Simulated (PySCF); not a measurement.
CH2O, SMILES C=O.

The structure is a stationary point at PBE0-D3(BJ)/def2-TZVPD.

Two levels are set side by side: TDA-PBE/def2-TZVPD (PySCF) and ADC(2)/aug-cc-pVDZ (PySCF). Vertical, same geometry; the bases differ. Differences are taken from unrounded values.

```csv
quantity,TDA-PBE
lowest singlet excitation (eV),3.91
```

### Question
These are the TDA-PBE values. What does ADC(2) give? (An estimate is asked for; the answer gives what the named calculation found.)

### Answer

| quantity | ADC(2) | TDA-PBE minus ADC(2) |
|---|---|---|
| lowest singlet excitation (eV) | 4.01 | -0.10 |

Rough cost on one machine, each run with all the roots and properties that it gave: ADC(2) against TDA-PBE within a factor of 2.
